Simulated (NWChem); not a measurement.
# One shape, several levels: Li2 (lithium dimer)

Aim: a comparison of 5 runs (B3LYP/6-31G, wB97X/6-31G, CCSD/aug-cc-pVTZ, CCSD(T)/6-31G*, CCSD(T)/aug-cc-pVTZ) of Li2 (lithium dimer). 

The results are computed with NWChem 7.3.0.

## Step 1: The system as given

Li2 has 2 atoms, charge 0, and is taken as a singlet. SMILES: `[Li][Li]`. Geometry: the measured bond length.

Bond lengths: Li1–Li2 2.673 Å.

## Step 2: Energy and forces at B3LYP/6-31G (run 1)

Input file li2.nw:

```
start li2
memory 2200 mb
geometry noautosym nocenter noautoz
   Li       0.000000       0.000000       0.000000
   Li       0.000000       0.000000       2.672900
end
basis spherical bse
   * library 6-31G
end
dft
   xc b3lyp
   grid xfine
   convergence energy 1e-08
   maxiter 100
   mulliken
   print medium
end
task dft gradient
```

Run with:

```bash
$ nwchem li2.nw > li2.out
```

The program printed:

```text
[...]
          Wavefunction type:  closed shell.
          No. of atoms     :     2
          No. of electrons :     6
[...]
          Charge           :     0
          Spin multiplicity:     1
[...]
          AO basis - number of functions:    18
[...]
              XC Information
              --------------
                         B3LYP Method XC Potential
                     Hartree-Fock (Exact) Exchange  0.200
                        Slater Exchange Functional  0.800 local
                    Becke 1988 Exchange Functional  0.720 non-local
              Lee-Yang-Parr Correlation Functional  0.810
                  VWN I RPA Correlation Functional  0.190 local
[...]
 d= 0,ls=0.0,diis     1    -15.0119012470 -1.68D+01  1.19D-02  8.26D-03     0.1
[...]
 d= 0,ls=0.0,diis     5    -15.0137806127 -3.36D-09  1.13D-06  7.76D-12     0.3
         Total DFT energy =      -15.013780612745
      One electron energy =      -23.180378795426
           Coulomb energy =       10.102354016707
    Exchange-Corr. energy =       -3.717564072642
 Nuclear repulsion energy =        1.781808238616
[...]
      Total Density - Mulliken Population Analysis
     ---------------------------------------------
    Atom       Charge   Shell Charges
 -----------   ------   -------------------------------------------------------
    1 Li   3     3.00   2.00  0.40  0.08  0.55 -0.03
    2 Li   3     3.00   2.00  0.40  0.08  0.55 -0.03
[...]
  wavefunction    = closed shell
                         DFT ENERGY GRADIENTS
    atom               coordinates                        gradient
                 x          y          z           x          y          z
   1 Li      0.000000   0.000000   0.000000    0.000000  -0.000000   0.001859
   2 Li      0.000000   0.000000   5.051049   -0.000000   0.000000  -0.001859
[...]
```

It took 0.88 s on 1 thread of AMD EPYC 9R45 (Zen 5), shared host; peak memory 0.11 GiB.

## Step 3: Energy and gradient at wB97X/6-31G (run 2)

Input file li2.xyz:

```xyz
2

Li     0.000000     0.000000     0.000000
Li     0.000000     0.000000     2.672900
```

Input file li2.nw:

```
start li2
memory stack 880 mb heap 220 mb global 1100 mb
charge 0

geometry units angstroms noautosym nocenter noautoz
   load li2.xyz
end

basis spherical bse
   * library 6-31G
end

dft
   xc wb97x
   grid xfine
   convergence energy 1e-08
   iterations 100
   mulliken
end

task dft gradient
```

Run with:

```bash
$ nwchem li2.nw > li2.out
```

The program printed:

```text
[...]
          Wavefunction type:  closed shell.
          No. of atoms     :     2
          No. of electrons :     6
[...]
          Charge           :     0
          Spin multiplicity:     1
[...]
          AO basis - number of functions:    18
[...]
              XC Information
              --------------
                       wb97x  Method XC Functional
                     Hartree-Fock (Exact) Exchange  1.000
                         wb97x Exchange Functional  1.000
                      wb97x Correlation Functional  1.000
[...]
 d= 0,ls=0.0,diis     1    -14.9895014996 -1.68D+01  7.92D-03  5.11D-03     0.3
[...]
 d= 0,ls=0.0,diis     6    -14.9920578599 -4.15D-10  3.10D-06  4.83D-11     1.4
         Total DFT energy =      -14.992057859909
      One electron energy =      -23.185204908644
           Coulomb energy =       10.111424253173
    Exchange-Corr. energy =       -3.700085443053
 Nuclear repulsion energy =        1.781808238616
[...]
      Total Density - Mulliken Population Analysis
     ---------------------------------------------
    Atom       Charge   Shell Charges
 -----------   ------   -------------------------------------------------------
    1 Li   3     3.00   2.00  0.33  0.10  0.60 -0.02
    2 Li   3     3.00   2.00  0.33  0.10  0.60 -0.02
[...]
  wavefunction    = closed shell
[...]
                         DFT ENERGY GRADIENTS
    atom               coordinates                        gradient
                 x          y          z           x          y          z
   1 Li      0.000000   0.000000   0.000000   -0.000000   0.000000   0.003536
   2 Li      0.000000   0.000000   5.051049    0.000000  -0.000000  -0.003536
[...]
```

Wall time 2.1 s (1 thread of AMD EPYC 9R45 (Zen 5), shared host); peak memory 0.11 GiB.

Runs 3 to 4 aren't shown in full; the table further down has their settings and results.

## Step 4: A single-point energy at CCSD(T)/aug-cc-pVTZ (run 5)

Input file mol.nw:

```
start mol
title "Li2 ccsd(t)"
memory total 2200 mb

geometry noautosym nocenter noautoz
   Li     0.000000     0.000000     0.000000
   Li     0.000000     0.000000     2.672900
end

basis "ao basis" spherical bse
   Li library aug-cc-pVTZ
end

scf
   thresh 1e-08
   maxiter 80
end

ccsd
   maxiter 60
end

task ccsd(t) energy
```

Run with:

```bash
$ nwchem mol.nw > mol.out
```

The program printed:

```text
[...]
  functions       =    92
[...]
  wavefunction    = RHF
[...]
         Total SCF energy =    -14.871394087101
      One-electron energy =    -23.129103279357
      Two-electron energy =      6.475900953640
 Nuclear repulsion energy =      1.781808238616
        Time for solution =      4.4s
[...]
 Total MP2 energy:            -14.917138991097907
[...]
             energy      energy      error      ampl     ampl      Block
                                                time     time      time
[...]
 Total CCSD energy:            -14.931673694102910
[...]
 Total CCSD+T(CCSD) energy:            -14.932009931411256
[...]
 Total CCSD(T) energy:                 -14.932009237329886
[...]
```

Wall time 45 s (1 thread of AMD EPYC 9R45 (Zen 5), shared host); peak memory 0.14 GiB.

## Step 5: The series

| run | level | task | integration grid | energy (Eh) | HOMO energy (eV) | LUMO energy (eV) | HOMO–LUMO gap (eV) | wall time |
| --- | --- | --- | --- | --- | --- | --- | --- | --- |
| 1 | B3LYP/6-31G | gradient | xfine | -15.013781 | -3.60 | -1.34 | 2.26 | 0.88 s |
| 2 | wB97X/6-31G | gradient | xfine | -14.992058 | -5.24 | 0.09 | 5.34 | 2.1 s |
| 3 | CCSD/aug-cc-pVTZ | energy | – | -14.931674 | – | – | – | 43 s |
| 4 | CCSD(T)/6-31G* (spherical functions) | energy | – | -14.897014 | – | – | – | 1.3 s |
| 5 | CCSD(T)/aug-cc-pVTZ | energy | – | -14.932009 | -4.95 | 0.08 | 5.03 | 45 s |

## Step 6: What came out

| quantity | value |
| --- | --- |
| run 5: total energy | -14.93201 Eh |
| run 5: HOMO energy (Hartree–Fock orbitals) | -4.95 eV |
| run 5: LUMO energy (Hartree–Fock orbitals) | 0.08 eV |
| run 5: HOMO–LUMO gap (Hartree–Fock orbitals) | 5.03 eV |
| run 5: correlation energy | -60.6 mEh |
| run 5: (T) correction | -0.34 mEh |

Totals of different functionals can't be ranked against each other. All runs together took 93 s, the longest 45 s.
